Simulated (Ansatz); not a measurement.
# CH5AlO: the cost of one run

All numbers below are computed with Ansatz 0.2.0 (RKS r2SCAN-D4/6-31G).

## 1. The system as given

Bond lengths: O1–C2 1.354 Å, C2–Al3 1.980 Å, O1–H4 0.934 Å, C2–H5 1.096 Å, C2–H6 1.127 Å, Al3–H7 1.573 Å, Al3–H8 1.669 Å. Angles: O1–C2–Al3 107.6°, O1–C2–H5 111.8°, O1–C2–H6 109.6°, Al3–C2–H5 109.9°, Al3–C2–H6 109.1°, H5–C2–H6 108.8°, C2–O1–H4 107.8°, C2–Al3–H7 122.3°, C2–Al3–H8 119.1°, H7–Al3–H8 118.5°.

Coordinates:

```xyz
8

O    -1.1412    0.7659   -0.7901
C    -0.2746    0.6974    0.2475
Al    0.8894   -0.8776   -0.0463
H    -1.8068    0.1264   -0.6494
H    -0.7955    0.6018    1.2067
H     0.3615    1.6271    0.2715
H     0.3226   -2.3438   -0.1052
H     2.5366   -0.6542   -0.1906
```

## 2. Relaxing the start

File input.yaml:

```yaml
crystal:
  periodic: [false, false, false]
  atoms:
    - { symbol: O, position_ang: [-1.1412, 0.7659, -0.7901] }
    - { symbol: C, position_ang: [-0.2746, 0.6974, 0.2475] }
    - { symbol: Al, position_ang: [0.8894, -0.8776, -0.0463] }
    - { symbol: H, position_ang: [-1.8068, 0.1264, -0.6494] }
    - { symbol: H, position_ang: [-0.7955, 0.6018, 1.2067] }
    - { symbol: H, position_ang: [0.3615, 1.6271, 0.2715] }
    - { symbol: H, position_ang: [0.3226, -2.3438, -0.1052] }
    - { symbol: H, position_ang: [2.5366, -0.6542, -0.1906] }
basis:
  gaussian: { orbitals: "6-31G" }
hamiltonian:
  xc: r2scan
  dispersion: d4
relax:
  f_tol: 0.02
  max_steps: 40
scf:
  lower_state_search: "off"
```

Started as:

```
$ ansatz run input.yaml --threads 1 --pin off --max-ram 2048MiB --backend cpu --events-out ev --progress --plain --runs-dir out
```

What time and memory should one allow on 1 thread of an Arm CPU, shared host?

About 36 s, with a peak of 0.12 GiB.
